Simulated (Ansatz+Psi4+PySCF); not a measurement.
**doublet HF(+): levels of theory in one basis**

```xyz
2

F     0.0000    0.0000    0.1121
H     0.0000    0.0000   -1.0086
```

Basis set: cc-pVTZ (spherical functions). Frozen core: 1 orbital. Correlation on ROHF uses semicanonical orbitals with singles. Charge 1, multiplicity 2.

Computed with Ansatz (development build ahead of 0.2.0) and Psi4 1.11; each method stands on the lowest determinant of its kind that the runs found.

```csv
method,E − E(ROHF) (eV),<S²> of the determinant
ROHF,0.00,0.75
UHF,-0.14,0.76
ROHF-MP2,-5.77,–
UHF-MP2,-5.77,0.76
ROHF-CCSD,-6.11,–
UHF-CCSD,-6.11,0.76
ROHF-CCSD(T),-6.23,–
UHF-CCSD(T),-6.23,0.76
```
